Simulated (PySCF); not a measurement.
Computed NMR parameters against published values

Atom-mapped SMILES (the numbers label the heavy atoms): `[N:1]#[N:2]`.

Published values to compare with: δ 15N N1/N2 326.1 ppm (measured; gas; L. Olsson, D. Cremer, J. Chem. Phys. 105 (1996) 8995).
σ 15N N1/N2 -61.6 ppm (measured; gas; G. L. Stoychev, PhD thesis, Univ. Bonn 2021 (Stoychev, Auer, Izsak, Neese, JCTC 2018, 14, 619)).
δ 15N N1/N2 326.1 ppm (measured; gas; Olsson, Cremer, J. Chem. Phys. 1996, 105, 8995 (gas-phase data of Jameson 1987, Jameson 1981, Wasylishen 1984)).
σ 15N N1/N2 -60.2 ppm (CCSD(T)/cc-pCVQZ; gas (isolated, no vibration); M. Glasbrenner, PhD thesis, LMU Munich (RPA NMR shieldings paper, SI)).
σ 15N N1/N2 -60.4 ppm (CCSD(T)/aug-cc-pCV[TQ]Z extrapolated; gas (isolated, no vibration); Teale, Lutnaes, Helgaker, Tozer, Gauss, JCP 2013, 138, 024111, as tabulated in M. Glasbrenner, PhD thesis, LMU Munich (SI Table 24)).
σ 15N N1/N2 -61.2 ppm (CCSD(T)/pcSseg-4; gas (isolated, no vibration); G. L. Stoychev, PhD thesis, Univ. Bonn 2021 (Stoychev, Auer, Izsak, Neese, JCTC 2018, 14, 619)).

- NMR shieldings at PBE0/pcSseg-1/GIAO
- geometry from PBE0-D3(BJ)/def2-SVP
- program: PySCF
- one averaged value for each set of equivalent atoms, single conformer, no relativistic terms, no solvent

Task: Set the calculated values beside the experiment.

Result: 
Reference values: measured (gas; L. Olsson, D. Cremer, J. Chem. Phys. 105 (1996) 8995).
```json
{"atoms": "N1/N2", "quantity": "δ 15N vs gaseous NH3", "reference": "326.1", "computed": "361.6"}
```

Reference values: measured (gas; G. L. Stoychev, PhD thesis, Univ. Bonn 2021 (Stoychev, Auer, Izsak, Neese, JCTC 2018, 14, 619)).
```json
{"atoms": "N1/N2", "quantity": "σ 15N", "reference": "-61.6", "computed": "-95.9"}
```

Reference values: measured (gas; Olsson, Cremer, J. Chem. Phys. 1996, 105, 8995 (gas-phase data of Jameson 1987, Jameson 1981, Wasylishen 1984)).
```csv
atoms,quantity,reference,computed
N1/N2,δ 15N vs NH3 (gas),326.1,361.6
```

Reference values: CCSD(T)/cc-pCVQZ (gas (isolated, no vibration); M. Glasbrenner, PhD thesis, LMU Munich (RPA NMR shieldings paper, SI)).
```csv
atoms,quantity,reference,computed
N1/N2,σ 15N,-60.2,-95.9
```

Reference values: CCSD(T)/aug-cc-pCV[TQ]Z extrapolated (gas (isolated, no vibration); Teale, Lutnaes, Helgaker, Tozer, Gauss, JCP 2013, 138, 024111, as tabulated in M. Glasbrenner, PhD thesis, LMU Munich (SI Table 24)).
```csv
atoms,quantity,reference,computed
N1/N2,σ 15N,-60.4,-95.9
```

Reference values: CCSD(T)/pcSseg-4 (gas (isolated, no vibration); G. L. Stoychev, PhD thesis, Univ. Bonn 2021 (Stoychev, Auer, Izsak, Neese, JCTC 2018, 14, 619)).
```json
{"atoms": "N1/N2", "quantity": "σ 15N", "reference": "-61.2", "computed": "-95.9"}
```

Absolute shieldings are compared as such; zero-point and thermal motion, absent here, lowers them by some tenths of a ppm for H, a few ppm for C and up to about 10 ppm for F.

Computed shifts are σ(ref) − σ with the named reference compound (TMS for H and C) calculated as an isolated molecule at the same level. The measured values may be among those fitted. Shieldings were converted by a linear fit to measured shifts: 15N: δ = -150.47 − 0.916σ (rms 7.2 ppm, 77 shifts vs CH3NO2, solution or neat liquid). A few per cent of atoms miss by over 2 rms, more outside the fitted compound classes.

Task: How far are the unscaled 15N shifts from the references?

Result: Mean signed difference +35.50 ppm, mean absolute 35.50 ppm over 2 comparisons; the largest is +35.5 ppm at N1/N2 (nitrogen bonded to N).

Task: How far are the unscaled 15N shieldings from the references?

Result: Mean signed difference -35.05 ppm, mean absolute 35.05 ppm over 4 comparisons; the largest is -35.7 ppm at N1/N2 (nitrogen bonded to N).

6 of the 15 published NMR values on file for this molecule are compared. The rest: other calculations.
